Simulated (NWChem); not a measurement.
# Which level was it?

PH has 2 atoms, charge 0, and is taken as a triplet. SMILES: `[PH]`. The shape is that of a PBE0-D4/def2-TZVP optimisation.

```xyz
2

P     0.0000    0.0000   -0.0146
H     0.0000    0.0000    1.4137
```

Orbital energies are those of the mean-field step.

A calculation with NWChem 7.3.0 gave:

- total energy: -341.7258 Eh
- dipole moment: 0.48 D
- HOMO energy: -6.13 eV
- LUMO energy: -3.89 eV
- ⟨S²⟩: 2.006
- largest force: 0.293 eV/Å

Question: Which of these levels gave the numbers?
A. HF/cc-pVTZ
B. HF/pcseg-2
C. PBE/cc-pVTZ
D. MP2/def2-SVP

Answer: C. The others give -341.2977 Eh (HF/cc-pVTZ), -341.2563 Eh (MP2/def2-SVP), -341.2908 Eh (HF/pcseg-2).
